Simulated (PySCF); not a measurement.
All numbers come from r2SCAN in PySCF with S def2-TZVP, O def2-TZVP; no relativity; density-fitted integrals.

```xyz
4
charge 0 multiplicity 1, angstrom
S     0.0000    0.0000    0.0000
O     1.4290    0.0000    0.0000
O    -0.7145    1.2376    0.0000
O    -0.7145   -1.2376    0.0000
```

SO₃ (singlet), along the line from S1 (at 0) through O2 (at 1.429 Å).

Problem. Tabulate the fields along this line at -0.50, -0.43, -0.36, -0.29, -0.21, -0.14, -0.07, 0.07, 0.14, 0.21, 0.29, 0.36, 0.43, 0.50, 0.57, 0.64, 0.71, 0.79, 0.86, 0.93, 1.00, 1.07, 1.14, 1.21, 1.29, 1.36, 1.50, 1.57, 1.64, 1.71, 1.79, 1.86, 1.93, 2.00, 2.07, 2.14, 2.22, 2.29 Å.

Solution. 
```tsv
distance (Å)	electron density (e/Å³)	electron localisation function	electrostatic potential (V)
-0.50	1.68	0.0669	81.2
-0.43	3.07	0.127	110
-0.36	7.57	0.488	155
-0.29	20.8	0.812	230
-0.21	54.8	0.864	383
-0.14	119	0.666	765
-0.07	377	0.324	2130
0.07	377	0.324	2130
0.14	119	0.663	765
0.21	54.5	0.858	383
0.29	20.8	0.79	230
0.36	7.73	0.415	154
0.43	3.43	0.114	110
0.50	2.27	0.109	81
0.57	2.08	0.295	61.3
0.64	2.18	0.592	48.1
0.71	2.38	0.745	40
0.79	2.67	0.787	36.6
0.86	3.06	0.785	38.1
0.93	3.6	0.755	45.8
1.00	4.28	0.678	61.7
1.07	5.1	0.498	90.3
1.14	6.1	0.196	141
1.21	9.47	0.0764	234
1.29	35.5	0.569	438
1.36	253	0.998	1130
1.50	249	0.997	1130
1.57	35	0.487	435
1.64	10.2	0.0958	229
1.71	6.79	0.319	133
1.79	5.29	0.669	81.3
1.86	3.96	0.805	50.7
1.93	2.85	0.848	32.1
2.00	2.01	0.858	20.4
2.07	1.38	0.854	13
2.14	0.943	0.839	8.27
2.22	0.639	0.816	5.21
2.29	0.434	0.785	3.22
```

On a grid of 0.07 Å the density has a local minimum along the bond near 0.57 Å from S, at 2.08 e/Å³, where the ELF is 0.29.
